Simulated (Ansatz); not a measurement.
One change: `CC1(C=O)CO1` becomes `CC1CO1`.

Ansatz, PBE0-D4/def2-TZVP geometries, multiplicity 1. Each molecule was computed in one conformer, which needn't be the lowest.

| property | `CC1(C=O)CO1` |
| --- | --- |
| LUMO energy (B3LYP/def2-TZVPP) / eV | -1.38 |
| size of the dipole moment (ωB97M-V/def2-TZVPP) / D | 2.42 |
| HOMO energy (B3LYP/def2-TZVPP) / eV | -7.41 |
| size of the dipole moment (B3LYP/def2-TZVPP) / D | 2.47 |
| HOMO energy (ωB97M-V/def2-TZVPP) / eV | -10.05 |
| LUMO energy (PBE0/def2-TZVPP) / eV | -1.09 |

**Question.** What does the change do to each property? (Best estimate.)

**Answer.** Ansatz gave: 
```
                                          property  `CC1CO1`  shift
               LUMO energy (B3LYP/def2-TZVPP) / eV      1.23   2.61
size of the dipole moment (ωB97M-V/def2-TZVPP) / D      1.93  -0.49
               HOMO energy (B3LYP/def2-TZVPP) / eV     -7.53  -0.12
  size of the dipole moment (B3LYP/def2-TZVPP) / D      1.92  -0.55
             HOMO energy (ωB97M-V/def2-TZVPP) / eV    -10.23  -0.18
                LUMO energy (PBE0/def2-TZVPP) / eV      1.60   2.69
```

With PBE0 the HOMO falls by 0.17 eV and the LUMO rises by 2.69 eV, so the gap widens by about 2.86 eV. PBE moves the HOMO by -0.10 eV and ωB97M-V by -0.18 eV. Dipoles are sizes alone; their direction can turn.

B3LYP here is the variant with VWN-RPA as its local correlation; programs differ in this.
